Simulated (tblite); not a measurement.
Isomers of C4H4F2. Calculated harmonic vibrations of the isolated species, GFN2-xTB (tblite), most abundant isotopes, no scaling. Against measured fundamentals such values can be off by several per cent, at times by over 20. One conformer each.

Electronic energies: GFN2-xTB at the same geometries; isomer energies are rough at this level and their order can be wrong.

```csv
SMILES,"electronic energy, lowest = 0 (kcal/mol)"
C=C(F)C(=C)F,0.0
FCC#CCF,10.2
CC(F)=C=CF,10.4
```

Question: How do GFN2-xTB zero-point energies change the relative energies?

Answer: 
| SMILES | ZPE (kcal/mol) | of it from modes above 1550 cm⁻¹ | electronic (kcal/mol) | with ZPE, lowest = 0 (kcal/mol) | lowest mode (cm⁻¹) | rings |
| --- | --- | --- | --- | --- | --- | --- |
| C=C(F)C(=C)F | 42.2 | 22.9 | 0.0 | 0.0 | 78 | 0 |
| FCC#CCF | 42.3 | 20.1 | 10.2 | 10.2 | 33 | 0 |
| CC(F)=C=CF | 42.1 | 20.3 | 10.4 | 10.3 | 114 | 0 |

The zero-point energies span 0.2 kcal/mol, from `CC(F)=C=CF` to `FCC#CCF`. The order is unchanged.

Question: What do entropy and thermal enthalpy add at 298.15 K and 1 bar (rigid rotor, harmonic oscillator, one conformer each)?

Answer: 
| SMILES | point group | symmetry number | S (cal/(mol K)) | H − H(0) (kcal/mol) | ZPE + H − H(0) − TS (kcal/mol) |
| --- | --- | --- | --- | --- | --- |
| C=C(F)C(=C)F | C2h | 2 | 76.3 | 4.42 | 23.9 |
| FCC#CCF | C2 | 2 | 82.1 | 4.84 | 22.6 |
| CC(F)=C=CF | C1 | 1 | 81.1 | 4.81 | 22.7 |
